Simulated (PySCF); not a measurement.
PySCF input:

```python
from pyscf import gto, scf, dft

mol = gto.M(
    atom='''
    B    -0.09204277    0.13541101    0.33572135
    F    -1.10489359   -0.74593739   -0.07901131
    F     0.02219153    1.21225224   -0.55982789
    F     1.13383693   -0.54154318    0.45232733
    ''',
    basis='def2-tzvpd',
    charge=-1,
    spin=1,
    verbose=4,
)

mf = dft.UKS(mol, xc='m062x').density_fit(auxbasis='def2-universal-jkfit')
mf.grids.level = 4
mf.conv_tol = 1e-9
mf.max_cycle = 100
mf.max_memory = 1500
mf.kernel()
if not mf.converged:
    mf = mf.newton()
    mf.kernel(mf.make_rdm1())
for _ in range(2):
    mo, _, stable, _ = mf.stability(return_status=True)
    if stable:
        break
    mf.kernel(mf.make_rdm1(mo, mf.mo_occ))
mf.analyze()
```

Task: Which total energy does the run end on?

Result: -324.58521 Eh (M06-2X/def2-TZVPD).
